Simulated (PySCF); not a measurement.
Species: beryllium dihydride, BeH₂.
SMILES: `[BeH2]`

Theory: PySCF 2.14.0, density-fitted response routines, TDDFT CAM-B3LYP/aug-cc-pVTZ, vertical, gas phase, core orbitals frozen in the response. Geometry: PBE0-D3(BJ)/def2-TZVP; no solvent, vibrations or thermal averaging.

Each state is given a Gaussian of 0.3 eV full width at half maximum, with ε(max) = 2.175×10⁸ f / Δν̃ (Δν̃ the width in cm⁻¹). The cross-section is σ = 3.8235×10⁻²¹ ε cm², given in Mb (10⁻¹⁸ cm²). The width is an assumption, not a result. The curve ends short of the highest state used, and states not computed would add to its high-energy end.

(λ (nm), σ (Mb)): (140.3, 0.64), (142.8, 6.90), (145.3, 19.19), (147.7, 48.11), (150.2, 170.87), (152.7, 233.17), (155.1, 114.71), (157.6, 20.92), (160.1, 1.56), (162.5, 0.06), (165.0, 0.00), (167.4, 0.00), (169.9, 0.00), (172.4, 0.00), (174.8, 0.00), (177.3, 0.00), (179.8, 0.00), (182.2, 0.00), (184.7, 0.00), (187.2, 0.00), (189.6, 0.00), (192.1, 0.00), (194.5, 0.00), (197.0, 0.00), (199.5, 0.00), (201.9, 0.00), (204.4, 0.00), (206.9, 0.00), (209.3, 0.00), (211.8, 0.00)

Question: Where are the band maxima, and which computed states make them?

Answer: 152 nm (8.15 eV), ε about 63000, made up of S3 (50%) and S4 (50%) (ε in L mol⁻¹ cm⁻¹; maxima over ε = 5, shares over 10%). The states used: S1 6.30 eV (f 0.0000); S2 6.30 eV (f 0.0000); S3 8.15 eV (f 0.348); S4 8.15 eV (f 0.348); S5 8.51 eV (f 0.049); S6 9.00 eV (f 0.0000); S7 9.24 eV (f 0.0000); S8 9.24 eV (f 0.0000); S9 9.43 eV (f 0.474).

Question: Coming from long wavelengths, where does ε first pass 100 L mol⁻¹ cm⁻¹?

Answer: At about 161 nm (7.69 eV), 1.39 eV above S1.

Question: What would ε be at 8.15 eV, the highest of these maxima, with half the width (0.15 eV)?

Answer: About 125000 L mol⁻¹ cm⁻¹ against 62600, a factor of about 2.00; a lone state at its own centre would give exactly 2.
